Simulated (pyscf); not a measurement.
PySCF, gas phase, ωB97X-D3(BJ)/def2-SVP geometries.

Estimate the classical barrier height and the reaction energy of H₂N–Ti(NH₂)(NH₂)–NH₂ + hydrogen (H₂) → ammonia (NH₃) + H₂N–TiH(NH₂)–NH₂ at ωB97M-D3(BJ)/def2-TZVP. The step runs on the singlet surface, breaks N–Ti, H–H and forms H–N, H–Ti; take the separated reactants as zero.

ΔE‡ = 27.1 kcal/mol, ΔE = +15.9 kcal/mol. Zero-point energy shifts the barrier by +3.2 kcal/mol. It is a four-centre exchange, with an imaginary mode of 1308i cm⁻¹. On the product side the descent ends in an adduct with a N–Ti contact (not fully relaxed), 13.6 kcal/mol under the separated species and 22.6 kcal/mol under the saddle at ωB97X-D3(BJ)/def2-TZVP. What is counted as broken (N–Ti) persists as a longer contact in the product adduct; parting that adduct is a step of its own. At the saddle there is also a short H–Ti contact that neither side keeps. One saddle was located; it need not be the lowest between these sides.
